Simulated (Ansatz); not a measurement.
## Multireference treatment of NO₂ (charge -1), singlet

Calculated in Ansatz's Gaussian-basis code. Basis cc-pVDZ, nonrelativistic, 3 orbitals frozen in the corrections. State-specific CASSCF; RHF is the lowest restricted (open-shell) Hartree–Fock solution met. No symmetry is imposed, so a solution can break that of the shape. Lower solutions, or ones in other orbitals, may exist.

Geometry:

```xyz
3

N     0.0000    0.0000   -0.4932
O     0.0000    1.1461    0.2158
O     0.0000   -1.1461    0.2158
```

Question: What do CASSCF and its corrections give against RHF in CAS(4,3), and what are the occupations?

Answer: CASSCF -1.100 eV, SC-NEVPT2 -15.733 eV; occupations 1.98, 1.91, 0.11.
